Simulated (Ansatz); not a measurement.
A made-up structure of LiAlH$_{2}$O, singlet:

Li1  (-2.900, -0.780, 1.094)
Al2  (-0.393, -0.097, -0.288)
O3  (1.133, 0.279, 0.845)
H4  (0.090, 0.065, -2.039)
H5  (2.070, 0.533, 0.389)
(Å)

It is relaxed with PBE-D4/def2-SVP and then PBE0-D4/def2-TZVP (Ansatz 0.2.0). Atoms count as bonded within 1.22 times the sum of their covalent radii (H–H: 0.88 Å). The end point is not checked to be a true minimum.

**Question.** Does its bonding change? (Judge from chemistry; the calculation decides.)

**Answer.** The calculation gives: No: no bond forms or breaks.

Where it ends: The first stage lowers the energy by 0.72 eV in 7 steps. It ends as LiAlH₂O ([Li][AlH][OH]):
```csv
atom,x (Å),y (Å),z (Å)
Li1,-2.5893,-0.6964,0.9774
Al2,-0.3512,-0.0865,-0.2577
O3,1.0115,0.2488,0.7540
H4,0.0806,0.0584,-1.8210
H5,1.8484,0.4757,0.3473
```

Labels in which every atom is bracketed show which atoms are joined, not bond orders.

For scale, one of the runs: PBE0-D4/def2-TZVP relaxation, 94 basis functions, launched by `ansatz run in.yaml --threads 2 --pin off --events-out ev --progress --plain --max-ram 4352MiB`. The run took about 9 s on 2 CPU threads of an Arm Neoverse V1 (shared host).
